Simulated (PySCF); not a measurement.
# NH: bond curves at several levels of theory

An exercise on one series of results from a longer session: the logs are not shown, and one member is left open.

Computed with PySCF 2.14.0. Level: H pcseg-2, N pcseg-2, no relativity.

The first run:

The job is set up so:

```yaml
atoms: H, N
charge: 0
basis: H pcseg-2, N pcseg-2
Hamiltonian: no relativity
basis_functions: 44
electrons_treated: 8
masses_in_u: 1.0078, 14.0031
levels: PBE0, PBE, r²SCAN, B97-3, M06-2X, M06, HSE06, HF, MP2, SCS-MP2, CCSD, CCSD(T)
grid: 80 radial by 434 angular points
occupations: held fixed by the projection of orbital angular momentum
dissociation_limit: H + N, each in its ground configuration
starting_distance_in_angstrom: 0.975
values_of_2S_to_try: 0, 2, 4
```

On the command line:

```
OMP_NUM_THREADS=1 python dia.py task.json out
```

Among the steps run: Set-up; PBE0 along the bond; Higher solutions at PBE0; PBE (GGA); r²SCAN (meta-GGA); B97-3 (global hybrid GGA); M06-2X; M06; HSE06; UHF (mean field); MP2 and coupled cluster.

One of the session's tables, all rows but one given; the rest of the session is left out.

It belongs to the step «The curves together». Energy (eV) from each level's lowest point:

```
R (Å)    UHF  UHF-MP2  UHF-SCS-MP2  UHF-CCSD  UHF-CCSD(T)
0.893  0.449    0.502        0.503       n/a          n/a
0.935  0.182    0.219        0.220     0.239        0.247
0.977  0.040    0.061        0.062     0.074        0.079
1.008  0.000    0.008        0.009     0.015        0.018
1.039  0.004    0.000        0.000     0.000        0.000
1.070  0.046    0.029        0.028     0.021        0.018
1.112  0.146    0.113        0.112     0.093        0.087
1.164      ?        ?            ?         ?            ?
1.226  0.594    0.530        0.530     0.462        0.446
1.309  0.992    0.953        0.963       n/a          n/a
```

Q: Estimate the row for R (Å) = 1.164 from the others.

Worked estimate for «UHF». A straight line through the neighbours (1.112, 0.146) and (1.226, 0.594) gives 0.146 + (0.594 − 0.146) × (1.164 − 1.112) / (1.226 − 1.112) = 0.350; a parabola fitted to 4 rows on both sides gives 0.334.

As computed: UHF: 0.325; UHF-MP2: 0.275; UHF-SCS-MP2: 0.274; UHF-CCSD: 0.237; UHF-CCSD(T): 0.226. In «UHF» the line misses by +0.025 and the parabola by +0.009.
